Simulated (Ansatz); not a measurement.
The same path of B$_{2}$H$_{2}$O (5 atoms, charge 0, multiplicity 1) was run 3 times with different band settings. Lost on the way: B2–O3, B2–H5. Made: O3–H5.

Level of theory: RKS B3LYP-D4/6-31G (Ansatz).

Relaxed end points:

```xyz
5
Properties=species:S:1:pos:R:3
B -0.723 -0.148 -0.354
B 0.641 0.479 0.174
O 0.214 -0.856 0.465
H -1.753 -0.514 -0.795
H 1.622 1.040 0.510
```

```xyz
5
Properties=species:S:1:pos:R:3
B -0.293 0.114 -0.212
B -0.403 1.754 -0.926
O 0.843 -0.123 0.530
H -1.122 -0.751 -0.342
H 0.975 -0.994 0.950
```

Common settings: movable images 7; climbing image yes; optimiser quadratic models (default); start path through a guess of the saddle point; iteration limit 60; end points relaxed.

| run | spring | force threshold |
| --- | --- | --- |
| 1 | 5.0 eV/Å² | 0.03 eV/Å |
| 2 | 0.1 eV/Å² | 0.03 eV/Å |
| 3 | 5.0 eV/Å² | 0.5 eV/Å |

Task: What does each run give, and how far can it be trusted?

Result: Run 1: converged after 14 iterations, highest image 3.862 eV above the first end. The profile has 2 maxima (images 3, 6) with wells between them (image 5): this band takes more than one step, which may be the mechanism or a detour left from its start path. Neighbouring images differ by up to 1.8 eV, so the band resolves the path poorly. A vibrational analysis at the climbing image gives one clearly imaginary mode, 892i cm⁻¹, and a faint second one (30i cm⁻¹) that may be numerical noise or a soft torsion: probably a first-order saddle point.
Run 2: converged after 15 iterations, highest image 3.862 eV above the first end. The profile has 2 maxima (images 3, 6) with wells between them (image 5): this band takes more than one step, which may be the mechanism or a detour left from its start path. Neighbouring images differ by up to 1.8 eV, so the band resolves the path poorly. Another band between the same ends (7 images) ends at a top of the same energy, where a vibrational analysis finds 1 clearly imaginary mode.
Run 3: converged after 8 iterations, highest image 3.909 eV above the first end. The threshold of 0.5 eV/Å is loose, so the images may lie well off the minimum-energy path. The profile has 2 maxima (images 3, 6) with wells between them (image 5): this band takes more than one step, which may be the mechanism or a detour left from its start path. Neighbouring images differ by up to 1.7 eV, so the band resolves the path poorly. The order of the point at the top wasn't checked.
The orbitals stay closed-shell, which can raise the energy where a bond breaks towards radicals; this wasn't checked here. Limits of this set-up: no polarisation functions.
